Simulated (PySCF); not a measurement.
How the method changes the constants of HCl

State: ¹Σ⁺ (singlet), closed shell. Set-up: PySCF, no relativity, basis sets H 6-31G(d,p), Cl 6-31G(d,p). De refers to H + Cl in their high-spin ground configurations, without counterpoise correction. A positive dipole means H(−)Cl(+).

```json
{"Level": "RHF", "Re (Å)": "1.265", "ωe (cm⁻¹)": "3182", "De (eV)": "3.27", "μ (D)": "-1.47"}
{"Level": "RHF-MP2", "Re (Å)": "1.269", "ωe (cm⁻¹)": "3125", "De (eV)": "4.21", "μ (D)": "n/a"}
{"Level": "RHF-SCS-MP2", "Re (Å)": "1.271", "ωe (cm⁻¹)": "3104", "De (eV)": "4.21", "μ (D)": "n/a"}
{"Level": "RHF-CCSD", "Re (Å)": "1.272", "ωe (cm⁻¹)": "3074", "De (eV)": "4.21", "μ (D)": "n/a"}
{"Level": "RHF-CCSD(T)", "Re (Å)": "1.273", "ωe (cm⁻¹)": "3061", "De (eV)": "4.24", "μ (D)": "n/a"}
{"Level": "LDA", "Re (Å)": "1.295", "ωe (cm⁻¹)": "2901", "De (eV)": "5.13", "μ (D)": "-1.52"}
{"Level": "PBE", "Re (Å)": "1.292", "ωe (cm⁻¹)": "2915", "De (eV)": "4.55", "μ (D)": "-1.45"}
{"Level": "r²SCAN", "Re (Å)": "1.281", "ωe (cm⁻¹)": "2999", "De (eV)": "4.53", "μ (D)": "-1.49"}
{"Level": "TPSSh", "Re (Å)": "1.283", "ωe (cm⁻¹)": "2985", "De (eV)": "4.54", "μ (D)": "-1.45"}
{"Level": "r²SCANh", "Re (Å)": "1.278", "ωe (cm⁻¹)": "3027", "De (eV)": "4.50", "μ (D)": "-1.50"}
{"Level": "PBE0", "Re (Å)": "1.280", "ωe (cm⁻¹)": "3025", "De (eV)": "4.47", "μ (D)": "-1.48"}
{"Level": "ωB97X", "Re (Å)": "1.277", "ωe (cm⁻¹)": "3058", "De (eV)": "4.49", "μ (D)": "-1.48"}
```

Problem. Which functional lies closest to RHF-CCSD(T) in De, which farthest, and by how much do they differ from it?

Solution. Closest is PBE0 (+0.7 pm in Re, -1.2 % in ωe, +0.23 eV in De against RHF-CCSD(T) in the same basis), farthest LDA (+2.2 pm in Re, -5.2 % in ωe, +0.89 eV in De). CCSD(T) converges more slowly with the basis than the functionals do and binds too weakly in this one, so the order can change at the basis-set limit.

Problem. What does a quarter of exact exchange do here, going from PBE to PBE0?

Solution. PBE0 less PBE: -1.2 pm in Re, +3.8 % in ωe, -0.08 eV in De. Exact exchange removes part of the self-interaction that spreads semilocal densities, and in most molecules shortens and stiffens the bond and lowers De; so it does here.

Problem. What does the step from GGA to meta-GGA do here, going from PBE to r²SCAN?

Solution. r²SCAN less PBE: -1.1 pm in Re, +2.9 % in ωe, -0.02 eV in De. 

Correlated steps freeze 5 core orbitals. Correlated levels converge slowly with the basis: in double zeta they bind strong bonds too weakly, by up to about 1 eV, and carry superposition errors of some tenths. Where the molecule has an RHF reference, its open-shell atoms are computed with UHF.
